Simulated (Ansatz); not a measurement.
A run of Ansatz (development build ahead of 0.2.0) on doublet CH3F(+) at this shape:

| atom | x (Å) | y (Å) | z (Å) |
| --- | --- | --- | --- |
| C | -0.1218 | 0.4579 | -0.5725 |
| F | 0.1512 | -0.4869 | 0.5931 |
| H | -0.9223 | -0.1092 | -1.0811 |
| H | -0.4705 | 1.3421 | -0.0953 |
| H | 0.7984 | 0.4648 | -1.1059 |

Its results:

```
Converged                       : yes
Total energy                    : -138.48421 hartree
Spin squared of the determinant : 0.756
Stability test                  : minimum
```

Forces (eV/Å):
```csv
atom,Fx,Fy,Fz
C1,-1.197,-0.304,-1.229
F2,0.126,-0.503,0.592
H3,0.338,0.062,0.355
H4,-0.092,0.697,0.510
H5,0.825,0.048,-0.227
```

(1) Which input gives this output? Name the method, the orbitals and the basis set, and write the input.

Answers

(1) UHF in def2-SVP.

```yaml
crystal:
  periodic: [false, false, false]
  atoms:
    - { symbol: C, position_ang: [-0.12181, 0.45787, -0.5725] }
    - { symbol: F, position_ang: [0.15121, -0.48691, 0.59313] }
    - { symbol: H, position_ang: [-0.92225, -0.10919, -1.08113] }
    - { symbol: H, position_ang: [-0.47054, 1.34214, -0.09528] }
    - { symbol: H, position_ang: [0.79845, 0.46483, -1.10594] }
basis:
  gaussian: { orbitals: def2-SVP }
total_charge: 1
magnetization:
  spin_polarized: true
  initial_magnetization: 1
hamiltonian:
  xc: hf
output:
  forces: true
```
